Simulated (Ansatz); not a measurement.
Input for Ansatz (development build ahead of 0.2.0):

```yaml
crystal:
  periodic: [false, false, false]
  atoms:
    - { symbol: Al, position_ang: [0.0, 0.0, 0.0] }
    - { symbol: Al, position_ang: [0.0, 0.0, 2.83605] }
basis:
  gaussian: { orbitals: def2-SVP }
magnetization:
  spin_polarized: true
  initial_magnetization: 2
hamiltonian:
  xc: hf
correlation:
  method: mp2
  frozen_orbitals: { Al: 5 }
scf:
  omitted_lower_state_checks: [stability, starts, atomic_configurations, cluster_reference, orbital_swaps, given_window_search, neighbouring_geometries, increment]
```

The input is written out in the form of the current development build from the run's settings.

Results

```yaml
Converged: yes
Reference_energy: -483.60575 hartree
Correlation_energy: -0.07346 hartree
Total_energy: -483.67921 hartree
Spin_squared_of_the_determinant: 2.035
Occupied_orbitals_by_symmetry_in_an_Abelian_subgroup_alpha;_beta: 5 Ag 4 B1u 1 B2g 1 B2u 1 B3g 2 B3u; 4 Ag 4 B1u 1 B2g 1 B2u 1 B3g 1 B3u
```

Messages of the program:
```
mean field -13159.58291339 eV, -483.6057521816 hartree, gradient 2.7e-6 eV, S^2 2.035338; 0 other ends of a descent, 0 dependent functions left out
```
